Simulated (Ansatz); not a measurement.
A nudged elastic band was laid between two geometries of F2H2Si (5 atoms, charge 0, multiplicity 1).

All numbers below come from RKS PBE0-D4/def2-SVP (Ansatz).

| Item | Value |
| --- | --- |
| movable images | 5 |
| climbing image | yes |
| spring | 5.0 eV/Å² |
| optimiser | quadratic models (default) |
| start path | through a guess of the saddle point |
| force threshold | 0.05 eV/Å |
| iteration limit | 60 |
| end points | relaxed |

Image 0:

```xyz
5
Properties=species:S:1:pos:R:3
Si 0.210 0.022 0.201
H 0.186 -0.043 1.681
F 1.746 0.002 -0.288
H -0.454 1.213 -0.375
F -0.505 -1.299 -0.382
```

Image 6:

```xyz
5
Properties=species:S:1:pos:R:3
Si -0.787 0.205 0.179
H 1.486 -0.314 1.518
F 1.422 0.125 0.702
H -0.326 1.117 -0.971
F -0.612 -1.239 -0.592
```

Question: What changes between the two ends?

Answer: Bonds broken: Si1–H2, Si1–F3. Bonds formed: H2–F3. F2H2Si becomes FH + FHSi.

Question: Give the energies along the band, and the barrier.

Answer: It converged. The highest image is number 4 of 0 to 6, 355.3 kJ/mol above the first end and 44.6 kJ/mol above the last; the last end lies 310.7 kJ/mol above the first. Neighbouring images differ by up to 1.6 eV, so the band resolves the path poorly. A vibrational analysis at the climbing image gives one clearly imaginary mode, 1202i cm⁻¹: a first-order saddle point. The orbitals stay closed-shell, which can raise the energy where a bond breaks towards radicals; this wasn't checked here.

```
image  path coordinate (Å)  energy (kJ/mol)  Si1–H2 (Å)  Si1–F3 (Å)  H2–F3 (Å)
    0                 0.00              0.0        1.48        1.61       2.51
    1                 0.34             24.8        1.48        1.61       2.21
    2                 0.67            115.7        1.48        1.64       1.85
    3                 1.01            269.9        1.52        1.76       1.49
    4                 1.34            355.3        1.66        1.94       1.15
    5                 1.83            317.1        2.23        2.21       0.94
    6                 2.32            310.7        2.69        2.27       0.93
```

Question: What is the geometry of the highest image?

Answer: 
```xyz
5
Properties=species:S:1:pos:R:3
Si -0.307 0.044 0.303
H 0.962 -0.048 1.376
F 1.631 -0.005 0.438
H -0.486 1.173 -0.679
F -0.619 -1.270 -0.602
```

The run took 52 s on 1 thread of Arm Neoverse V2, on a shared host, peak memory 0.1 GiB.
